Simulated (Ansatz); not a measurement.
# C5H12: the cost of one run

Method: the levels named in each step, in Ansatz 0.2.0.

**1. The starting structure**

Bond lengths (14 of 16 bonds, heavy atoms first): C1–C2 1.524 Å, C2–C3 1.529 Å, C3–C4 1.531 Å, C4–C5 1.524 Å, C1–H6 1.088 Å, C1–H7 1.087 Å, C1–H8 1.088 Å, C2–H9 1.093 Å, C2–H10 1.091 Å, C3–H11 1.093 Å, C3–H12 1.094 Å, C4–H13 1.093 Å, C4–H14 1.091 Å, C5–H15 1.087 Å. Angles (14 of 30 angles, heavy atoms first): C1–C2–C3 113.4°, C2–C3–C4 114.9°, C3–C4–C5 113.3°, C1–C2–H9 108.8°, C1–C2–H10 109.4°, C3–C2–H9 108.0°, C3–C2–H10 109.7°, C2–C1–H6 110.2°, C2–C1–H7 111.1°, C2–C1–H8 110.5°, C2–C3–H11 108.5°, C2–C3–H12 108.7°, C4–C3–H11 108.7°, C4–C3–H12 108.4°.

Structure file:

```xyz
17

C    -1.8553    0.5800    0.4702
C    -1.0516   -0.7066    0.3224
C    -0.0230   -0.6537   -0.8074
C     1.0422    0.4352   -0.6583
C     1.8852    0.2869    0.6028
H    -2.6427    0.4491    1.2094
H    -1.2222    1.4015    0.7952
H    -2.3159    0.8532   -0.4769
H    -1.7395   -1.5305    0.1157
H    -0.5504   -0.9321    1.2650
H     0.4755   -1.6242   -0.8687
H    -0.5485   -0.4942   -1.7532
H     1.7002    0.3879   -1.5300
H     0.5672    1.4174   -0.6644
H     1.2860    0.4489    1.4950
H     2.3209   -0.7086    0.6558
H     2.6932    1.0154    0.6033
```

**2. A rough first relaxation, PBE-D4/def2-SVP**

This run stands in another session on the same molecule. It ended at:

```xyz
17

C    -1.8776    0.5798    0.4825
C    -1.0710   -0.7092    0.3100
C    -0.0227   -0.6570   -0.8130
C     1.0611    0.4229   -0.6642
C     1.9078    0.2983    0.6045
H    -2.6659    0.4654    1.2540
H    -1.2388    1.4328    0.7920
H    -2.3779    0.8719   -0.4653
H    -1.7657   -1.5516    0.1016
H    -0.5769   -0.9690    1.2722
H     0.4710   -1.6520   -0.8868
H    -0.5455   -0.5062   -1.7842
H     1.7253    0.3774   -1.5544
H     0.5929    1.4314   -0.7000
H     1.3032    0.4387    1.5244
H     2.3836   -0.7030    0.6746
H     2.7182    1.0549    0.6278
```

**3. Relaxation, PBE0-D4/def2-TZVP**

This run stands in another session on the same molecule. It ended at:

```xyz
17

C    -1.8534    0.5783    0.4750
C    -1.0555   -0.7051    0.3124
C    -0.0225   -0.6530   -0.8080
C     1.0458    0.4248   -0.6590
C     1.8833    0.2920    0.6023
H    -2.6283    0.4685    1.2372
H    -1.2189    1.4164    0.7736
H    -2.3457    0.8567   -0.4616
H    -1.7426   -1.5333    0.1105
H    -0.5636   -0.9526    1.2591
H     0.4700   -1.6300   -0.8796
H    -0.5436   -0.5040   -1.7612
H     1.7029    0.3830   -1.5339
H     0.5795    1.4154   -0.6861
H     1.2823    0.4247    1.5052
H     2.3512   -0.6953    0.6616
H     2.6802    1.0389    0.6285
```

**4. Relaxation, PBE0-D4/def2-SVP**

input.yaml reads:

```yaml
crystal:
  periodic: [false, false, false]
  atoms:
    - { symbol: C, position_ang: [-1.85339617, 0.57826248, 0.47504225] }
    - { symbol: C, position_ang: [-1.0555261, -0.70505475, 0.31240376] }
    - { symbol: C, position_ang: [-0.02253316, -0.65295127, -0.80800865] }
    - { symbol: C, position_ang: [1.04581475, 0.42480489, -0.65904813] }
    - { symbol: C, position_ang: [1.88333498, 0.29203468, 0.60225383] }
    - { symbol: H, position_ang: [-2.62826524, 0.46851207, 1.23721309] }
    - { symbol: H, position_ang: [-1.21888842, 1.4164025, 0.77359842] }
    - { symbol: H, position_ang: [-2.34574919, 0.85665195, -0.46160872] }
    - { symbol: H, position_ang: [-1.74263883, -1.53333941, 0.11047946] }
    - { symbol: H, position_ang: [-0.56358089, -0.95263158, 1.25907334] }
    - { symbol: H, position_ang: [0.46999072, -1.62998972, -0.87961798] }
    - { symbol: H, position_ang: [-0.54360007, -0.50396228, -1.7612156] }
    - { symbol: H, position_ang: [1.70294293, 0.38303108, -1.53391403] }
    - { symbol: H, position_ang: [0.57948331, 1.41540491, -0.68614613] }
    - { symbol: H, position_ang: [1.28228742, 0.42474146, 1.50521852] }
    - { symbol: H, position_ang: [2.35124571, -0.69527007, 0.66155108] }
    - { symbol: H, position_ang: [2.68016822, 1.03885307, 0.62853549] }
basis:
  gaussian: { orbitals: def2-SVP }
hamiltonian:
  xc: pbe0
  dispersion: d4
relax:
  f_tol: 0.004
  max_steps: 80
```

Command:

```console
> ansatz run input.yaml --threads 4 --pin off --max-ram 10240MiB --backend cpu --events-out ev --progress --plain --runs-dir out
```

**Question.** How long does this run take on 4 threads of AMD EPYC (Zen 3), shared host, and how much memory does it need?

About 22 s, with a peak of 0.35 GiB.
